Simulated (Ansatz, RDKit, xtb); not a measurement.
**Isomers of C5H5F, a sample narrowed down, part 1 of 2**

Which of a sample of isomers of C5H5F is the most stable in the gas at 298.15 K, and what are its properties? The sample is small against all isomers, and the most stable one of this formula need not be in it.

Plan: many cheap relaxations first (GFN2-xTB), then density-functional screening, relaxation at PBE0-D3(BJ)/def2-SVP, vibrations and a final energy. The numbers are computed, not measured.

## (1) Candidates

Isomers were taken from a list of plausible structures; this is a sample, not all of them. That gives 3 candidates.

| label | SMILES | spin |
| --- | --- | --- |
| c501 | C=CCC#CF | singlet |
| c734 | C=CC#CCF | singlet |
| c984 | C#C[C@@H](F)C=C | singlet |

Candidates are built by distance geometry, with a force field where one applies, in up to four conformers (letters a to d).

## (2) Search with GFN2-xTB

All 5 starts are relaxed the same way. One of them, c501a (taken from a list of positional isomers, embedded by distance geometry and MMFF94), in full:

start.xyz reads:

```xyz
11
c501a
C     -1.823191    -1.114705    -0.253056
C     -1.182344    -0.217333     0.457739
C     -0.145630     0.743229    -0.106674
C     -0.609518     2.137131     0.045073
C     -0.973869     3.284362     0.153594
F     -1.450222     4.532326     0.255532
H     -2.559663    -1.802021     0.186700
H     -1.655844    -1.257492    -1.345693
H     -1.372430    -0.138816     1.507282
H      0.020257     0.528287    -1.155672
H      0.824488     0.652172     0.407728
```

The run is started by

```sh
xtb start.xyz --gfn 2 --opt
```

What it wrote (excerpt; [...] marks lines left out):

```text
* xtb version 6.7.1
[...]
          :  # basis functions                  29          :
[...]
          :  # electrons                        32          :
[...]
          :  Hamiltonian                  GFN2-xTB          :
[...]
          :  net charge                          0          :
          :  unpaired electrons                  0          :
[...]
   *** convergence criteria satisfied after 10 iterations ***
[...]
   *** GEOMETRY OPTIMIZATION CONVERGED AFTER 11 ITERATIONS ***
[...]
   *** convergence criteria satisfied after 3 iterations ***
[...]
         ::                     SUMMARY                     ::
         :::::::::::::::::::::::::::::::::::::::::::::::::::::
         :: total energy             -17.871261512113 Eh    ::
         :: gradient norm              0.000400778436 Eh/a0 ::
         :: HOMO-LUMO gap              5.283954587175 eV    ::
         ::.................................................::
         :: SCC energy               -18.181621309526 Eh    ::
         :: -> isotropic ES            0.007576797864 Eh    ::
         :: -> anisotropic ES          0.003077149094 Eh    ::
         :: -> anisotropic XC          0.007123455895 Eh    ::
         :: -> dispersion             -0.005608658030 Eh    ::
         :: repulsion energy           0.310359797413 Eh    ::
         :: add. restraining           0.000000000000 Eh    ::
         :: total charge              -0.000000000000 e     ::
         :::::::::::::::::::::::::::::::::::::::::::::::::::::
[...]
        16        2.0000           -0.4090797             -11.1316 (HOMO)
        17                         -0.2148979              -5.8477 (LUMO)
[...]
     #   Z          covCN         q      C6AA      α(0)
     1   6 C        2.837    -0.092    30.291     9.019
     2   6 C        2.894    -0.022    28.546     8.760
     3   6 C        3.809    -0.036    21.203     6.555
     4   6 C        1.971    -0.067    32.887     9.261
     5   6 C        1.766     0.118    28.344     8.608
     6   9 F        0.785    -0.156    10.791     3.880
     7   1 H        0.926     0.041     2.436     2.441
     8   1 H        0.926     0.041     2.436     2.441
     9   1 H        0.925     0.039     2.465     2.455
    10   1 H        0.924     0.066     2.130     2.282
    11   1 H        0.924     0.068     2.109     2.271
[...]
     #   Z sym  total        # sym  WBO       # sym  WBO       # sym  WBO
 ---------------------------------------------------------------------------
     1   6 C    3.990 --     2 C    1.984     7 H    0.976     8 H    0.975
     2   6 C    3.990 --     1 C    1.984     3 C    1.001     9 H    0.967
     3   6 C    3.994 --     4 C    1.042     2 C    1.001    10 H    0.952
                            11 H    0.939
     4   6 C    3.972 --     5 C    2.736     3 C    1.042     6 F    0.161
     5   6 C    3.871 --     4 C    2.736     6 F    1.032
     6   9 F    1.213 --     5 C    1.032     4 C    0.161
     7   1 H    0.998 --     1 C    0.976
     8   1 H    0.998 --     1 C    0.975
     9   1 H    0.998 --     2 C    0.967
    10   1 H    0.996 --     3 C    0.952
    11   1 H    0.995 --     3 C    0.939
 ---------------------------------------------------------------------------
[...]
molecular dipole:
                 x           y           z       tot (Debye)
 q only:        0.311      -0.810      -0.079
   full:        0.318      -0.803      -0.071       2.202
molecular quadrupole (traceless):
[...]
          | TOTAL ENERGY              -17.871261512113 Eh   |
          | GRADIENT NORM               0.000400778436 Eh/α |
          | HOMO-LUMO GAP               5.283954587175 eV   |
           -------------------------------------------------
[...]
```

Wall time 0.091 s (2 threads of Intel Xeon Platinum 8375C at 2.90GHz (Ice Lake), shared host).

## (3) Distinct minima at GFN2-xTB

5 of the 5 relaxations converged. 5 distinct structures remain:

| label | start | SMILES after | spin | energy (kcal/mol) |
| --- | --- | --- | --- | --- |
| c734a | drawn | C=CC#CCF | singlet | 0.0 |
| c501a | drawn | C=CCC#CF | singlet | 7.7 |
| c501b | drawn | C=CCC#CF | singlet | 7.9 |
| c984a | drawn | C#C[C@@H](F)C=C | singlet | 8.4 |
| c984b | drawn | C#C[C@@H](F)C=C | singlet | 8.6 |

## (4) Single points on the low minima

A choice of the minima (the low ones first, few conformers of a pattern, up to a cap) and the lowest that fell apart get a single point at r2SCAN-D4/def2-SVP on the tight-binding geometry, and one at HF/STO-3G for comparison. Some singlets are also tried as triplets at the same geometry (label ending in t). The first, c734a:

input.yaml reads:

```yaml
crystal:
  periodic: [false, false, false]
  atoms:
    - symbol: C
      position_ang: [-2.101255, 1.379164, 3.363107]
    - symbol: C
      position_ang: [-0.974716, 1.065733, 2.733989]
    - symbol: C
      position_ang: [-0.923545, 0.616931, 1.399239]
    - symbol: C
      position_ang: [-0.897813, 0.238453, 0.256647]
    - symbol: C
      position_ang: [-0.796920, -0.227007, -1.109365]
    - symbol: F
      position_ang: [0.513274, -0.475237, -1.461092]
    - symbol: H
      position_ang: [-2.098324, 1.718449, 4.384432]
    - symbol: H
      position_ang: [-3.059661, 1.306181, 2.876839]
    - symbol: H
      position_ang: [-0.013127, 1.140489, 3.226312]
    - symbol: H
      position_ang: [-1.173928, 0.530554, -1.808583]
    - symbol: H
      position_ang: [-1.343917, -1.169502, -1.241284]
basis:
  gaussian: {orbitals: def2-SVP}
hamiltonian: {xc: r2scan, dispersion: d4}
scf: {lower_state_search: "off"}
output: {orbitals: {seedname: orbitals}}
```

The run is started by

```sh
ansatz run input.yaml --threads 2 --pin off --max-ram 5220MiB --events-out events.jsonl --progress --plain --runs-dir runs
```

What it wrote (excerpt; [...] marks lines left out):

```text
Warning: RAYON_NUM_THREADS=2 ignored (pool sized by the plan → 2); use --threads N
Functional definition: r2SCAN
  name "r2SCAN"
[...]
1228 factors; their error is unknown
[...]
mean field -7970.04351833 eV, -292.8936970092 hartree, gradient 6.6e-6 eV, S^2 0.000000; 0 other end points of the search recorded, 0 dependent functions left out
reference -7970.04352768 eV, -292.8936973527 hartree; 22, 22 occupied and 87, 87 virtual orbitals, 1228 factors
Total energy: -7970.09180032 eV, -292.8954713395 hartree
Checks for a lower state left out: stability, starts, cluster_reference, orbital_swaps, neighbouring_geometries, increment
```

It took 2 s on 2 threads of Intel Xeon Platinum 8375C at 2.90GHz (Ice Lake), shared host.

Relative energies in kcal/mol, each column from its lowest structure that stays in one piece:

```csv
label,SMILES,spin,GFN2-xTB,HF/STO-3G,r2SCAN-D4/def2-SVP
c734a,C=CC#CCF,singlet,0.0,0.0,0.0
c984a,C#C[C@@H](F)C=C,singlet,8.4,7.3,7.1
c984b,C#C[C@@H](F)C=C,singlet,8.6,8.4,8.3
c501b,C=CCC#CF,singlet,7.9,4.9,16.1
c501a,C=CCC#CF,singlet,7.7,4.8,17.1
c734at,C=CC#CCF,triplet,–,–,75.8
c984at,C#C[C@@H](F)C=C,triplet,–,–,106.1
```

## (5) Third filter: density-functional geometries

3 candidates are relaxed at PBE0-D3(BJ)/def2-SVP (chosen among the lowest in one piece, one conformer a pattern). The first, c734a:

input.yaml reads:

```yaml
basis:
  gaussian: {orbitals: def2-SVP}
crystal:
  periodic: [false, false, false]
  atoms:
    - {symbol: C, position_ang: [-2.101255, 1.379164, 3.363107]}
    - {symbol: C, position_ang: [-0.974716, 1.065733, 2.733989]}
    - {symbol: C, position_ang: [-0.923545, 0.616931, 1.399239]}
    - {symbol: C, position_ang: [-0.897813, 0.238453, 0.256647]}
    - {symbol: C, position_ang: [-0.796920, -0.227007, -1.109365]}
    - {symbol: F, position_ang: [0.513274, -0.475237, -1.461092]}
    - {symbol: H, position_ang: [-2.098324, 1.718449, 4.384432]}
    - {symbol: H, position_ang: [-3.059661, 1.306181, 2.876839]}
    - {symbol: H, position_ang: [-0.013127, 1.140489, 3.226312]}
    - {symbol: H, position_ang: [-1.173928, 0.530554, -1.808583]}
    - {symbol: H, position_ang: [-1.343917, -1.169502, -1.241284]}
hamiltonian: {xc: {name: PBE0}, dispersion: d3bj}
scf: {lower_state_search: off}
relax: {f_tol: 0.003}
```

The run is started by

```sh
ansatz run input.yaml --threads 2 --pin off --max-ram 5220MiB --events-out events.jsonl --progress --plain --runs-dir runs
```

What it wrote (excerpt; [...] marks lines left out):

```text
Warning: RAYON_NUM_THREADS=2 ignored (pool sized by the plan → 2); use --threads N
[...]
Functional definition: PBE0
  name "PBE0"
[...]
1241 factors; integrals over basis functions are off by at most 3.6e-4 eV
[...]
mean field -7965.57684253 eV, -292.7295497012 hartree, gradient 7.1e-6 eV, S^2 0.000000; 0 other end points of the search recorded, 0 dependent functions left out
[...]
reference -7965.57686811 eV, -292.7295506412 hartree; 22, 22 occupied and 87, 87 virtual orbitals, 1241 factors
relax step   1: F+E_penalty+E_count = -7965.74398592 eV  Δ(F+E_penalty+E_count) = +0.000e0 eV  max|allowed force component| = 8.998e-1 eV/Å  Δτ_max = 0.0000 Å  (15 SCF iters, accepted)
[...]
relax step   3: F+E_penalty+E_count = -7965.79083013 eV  Δ(F+E_penalty+E_count) = -4.789e-3 eV  max|allowed force component| = 1.317e-1 eV/Å  Δτ_max = 0.0120 Å  (23 SCF iters, accepted)
[...]
Atom 2 at    -0.930460     0.615563     1.389991 Å, force     0.001141    -0.000824    -0.002723 eV/Å
Atom 3 at    -0.844127     0.226072     0.242025 Å, force     0.001753    -0.000122     0.001031 eV/Å
Atom 4 at    -0.762594    -0.239154    -1.134761 Å, force    -0.000551     0.000123     0.000473 eV/Å
Atom 5 at     0.527387    -0.495973    -1.518663 Å, force    -0.000335    -0.000016    -0.000332 eV/Å
Atom 6 at    -2.082915     1.730574     4.424936 Å, force    -0.001949    -0.000588    -0.000777 eV/Å
Atom 7 at    -3.096892     1.319245     2.907042 Å, force    -0.001773     0.000488     0.001609 eV/Å
Atom 8 at    -0.026634     1.150770     3.251066 Å, force     0.001113     0.000755     0.001030 eV/Å
Atom 9 at    -1.187461     0.522713    -1.812703 Å, force    -0.000710     0.000226    -0.000094 eV/Å
Atom 10 at    -1.356561    -1.163158    -1.253002 Å, force    -0.000584     0.000057    -0.000031 eV/Å
Dipole moment:    -0.352059     0.083211     0.144576 e Å
Checks for a lower state left out: stability, starts, cluster_reference, orbital_swaps, neighbouring_geometries, increment
```

It took 20 s on 2 threads of Intel Xeon Platinum 8375C at 2.90GHz (Ice Lake), shared host.

Energy change by step (eV): 0.0000, -0.0421, -0.0468, -0.0472, -0.0495, -0.0496, -0.0498, -0.0498, -0.0498.

After the run. Bond lengths: C1–C2 1.341 Å, C2–C3 1.422 Å, C3–C4 1.215 Å, C4–C5 1.456 Å, C5–F6 1.370 Å, C1–H7 1.092 Å, C1–H8 1.093 Å, C2–H9 1.097 Å, C5–H10 1.105 Å, C5–H11 1.105 Å. Some angles: C1–C2–C3 124.9°, C2–C3–C4 178.4°, C3–C4–C5 179.1°, C4–C5–F6 112.2°, C1–C2–H9 119.5°, C3–C2–H9 115.5°, C2–C1–H7 120.6°, C2–C1–H8 121.5°, C4–C5–H10 109.8°, C4–C5–H11 109.8°.

## (6) After refinement

```
label     spin  r2SCAN-D4/def2-SVP (kcal/mol)  PBE0-D3(BJ)/def2-SVP, relaxed (kcal/mol)  time
c734a  singlet                            0.0                                       0.0  20 s
c984a  singlet                            7.1                                       7.0  23 s
c501b  singlet                           16.1                                      14.5  20 s
```

c734a: Bond lengths: C1–C2 1.341 Å, C2–C3 1.422 Å, C3–C4 1.215 Å, C4–C5 1.456 Å, C5–F6 1.370 Å, C1–H7 1.092 Å, C1–H8 1.093 Å, C2–H9 1.097 Å, C5–H10 1.105 Å, C5–H11 1.105 Å. Some angles: C1–C2–C3 124.9°, C2–C3–C4 178.4°, C3–C4–C5 179.1°, C4–C5–F6 112.2°, C1–C2–H9 119.5°, C3–C2–H9 115.5°, C2–C1–H7 120.6°, C2–C1–H8 121.5°, C4–C5–H10 109.8°, C4–C5–H11 109.8°.

c984a: Bond lengths: C1–C2 1.210 Å, C2–C3 1.466 Å, C3–C4 1.504 Å, C4–C5 1.330 Å, C3–F6 1.373 Å, C1–H7 1.075 Å, C3–H8 1.108 Å, C4–H9 1.095 Å, C5–H10 1.092 Å, C5–H11 1.092 Å. Some angles: C1–C2–C3 178.8°, C2–C3–C4 111.3°, C2–C3–F6 110.3°, C4–C3–F6 110.7°, C3–C4–C5 123.4°, C2–C1–H7 179.6°, C2–C3–H8 108.0°, C4–C3–H8 109.0°, F6–C3–H8 107.2°, C3–C4–H9 115.0°.

c501b: Bond lengths: C1–C2 1.331 Å, C2–C3 1.505 Å, C3–C4 1.458 Å, C4–C5 1.205 Å, C5–F6 1.276 Å, C1–H7 1.092 Å, C1–H8 1.094 Å, C2–H9 1.096 Å, C3–H10 1.106 Å, C3–H11 1.106 Å. Some angles: C1–C2–C3 126.1°, C2–C3–C4 115.7°, C3–C4–C5 179.9°, C4–C5–F6 179.4°, C1–C2–H9 119.6°, C3–C2–H9 114.3°, C2–C1–H7 121.1°, C2–C1–H8 121.2°, C2–C3–H10 108.8°, C2–C3–H11 108.8°.

(Continued in part 2 of 2.)
